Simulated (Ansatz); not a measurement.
## How far each method lies from RCCSDT(Q) for C₂H₇N, singlet

Geometry: MP2(full)/6-31G*, from the G2/97 set.

```xyz
10

C    -0.0160   -0.2566    1.2049
N    -0.0160    0.5606    0.0000
C    -0.0160   -0.2566   -1.2049
H     0.8030   -0.9946    1.2485
H     0.0511    0.3893    2.0834
H    -0.9607   -0.8049    1.2617
H     0.8168    1.1463    0.0000
H     0.8030   -0.9946   -1.2485
H     0.0511    0.3893   -2.0834
H    -0.9607   -0.8049   -1.2617
```

Basis 6-31G; Ansatz 0.2.0. Only valence electrons are correlated (noble-gas cores frozen), which leaves 20 electrons in 38 orbitals. Prefix R: restricted or restricted open-shell reference. Active spaces: frontier = (8e, 8o) about the gap.

Full CI isn't at hand for all of this; RCCSDT(Q) serves as the reference, and is uncertain by about the last step of the cluster series.

- UHF ⟨S²⟩: 0.000
- T1 diagnostic (RCCSD): 0.0070
- largest doubles amplitude (RCCSD): 0.025

From what is known of these methods and the diagnostics, rank them by the size of their error in total energy against RCCSDT(Q) in 6-31G, smallest first (an estimate: the text doesn't fix the numbers).
A. RMP2
B. CASSCF (frontier space)
C. MRCISD (frontier space)
D. MRCISD+Q (frontier space)
E. RCCSD

D (9.0 kJ/mol), E (20.2 kJ/mol), C (57.6 kJ/mol), A (119.3 kJ/mol), B (609.5 kJ/mol).

All errors are against RCCSDT(Q) in 6-31G. Within each family the higher level lies nearer, as is usual though not guaranteed.

Atomization energy (electronic, same basis, no zero-point term; atoms at the same level, unrestricted beside the R rows where the molecule is a closed shell, with restricted open-shell steps beyond CCSDT(Q)) at RCCSDT(Q): 3096.6 kJ/mol. Errors of other levels:

```csv
level,error (kJ/mol)
RHF,-607.6
RMP2,-26.3
CISD,-105.2
RCCSD,-17.1
RCCSD(T),-1.9
BCCD(T),-1.7
RCCSDT,-1.5
```

This basis is far from its limit, so the value isn't to be set against a measured one. Truncated CI isn't size-consistent, which counts against it in atomization.
